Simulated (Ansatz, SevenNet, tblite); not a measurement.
## Lattice parameter a of 1T (CdI2-type) CdI2: levels of theory against measurement

Reference value: 4.244 Å (measured, temperature not stated, not corrected to a static lattice; as tabulated in de Haan, NBS Special Publication (1969), 233, by the Crystallography Open …).

```tsv
level (code)	value (Å)
GFN2-xTB (tblite)	4.610
SevenNet-0 (SevenNet)	4.336
LDA (Ansatz)	…
PBE (Ansatz)	4.330
PBE-D3(BJ) (Ansatz)	4.242
PBE-D4 (Ansatz)	4.241
rVV10 (Ansatz)	4.313
HSE06 (Ansatz)	…
PBE0 (Ansatz)	…
```

Question: Fill in the missing entries.

Answer: 
- LDA (Ansatz, a program for electronic structure), value (Å): 4.164
- HSE06 (Ansatz), value (Å): 4.296
- PBE0 (Ansatz), value (Å): 4.292

Differences against the reference: GFN2-xTB +8.62 %, SevenNet-0 +2.17 %, LDA -1.89 %, PBE +2.03 %, PBE-D3(BJ) -0.05 %, PBE-D4 -0.07 %, rVV10 +1.63 %, HSE06 +1.23 %, PBE0 +1.13 %.

The reference's temperature isn't stated, so close values are not ranked against it. Off by more than 1.25 % (a bound picked here): GFN2-xTB (+8.62 %), SevenNet-0 (+2.17 %), LDA (-1.89 %), PBE (+2.03 %), rVV10 (+1.63 %).

The reference has no zero-point or thermal correction, while the calculations are for a static lattice, so the differences are not the levels' errors alone. A static lattice is as a rule a little smaller than the measured one.  GFN2-xTB: the method was fitted mainly to molecules. GFN2-xTB: the run uses a supercell at the zone centre in place of a k mesh. LDA, PBE, HSE06, PBE0: the cell comes from a level without a dispersion term, which matters for the spacing of layers, chains or molecules. Cutoffs and k meshes differ between the levels. Ansatz's density-functional and Hartree–Fock values are scalar-relativistic unless marked +SOC, with PAW data made under PBE.

Machine-learned potentials (SevenNet-0) are trained on DFT data, which may include these solids.

Differences are worked out from the printed values.
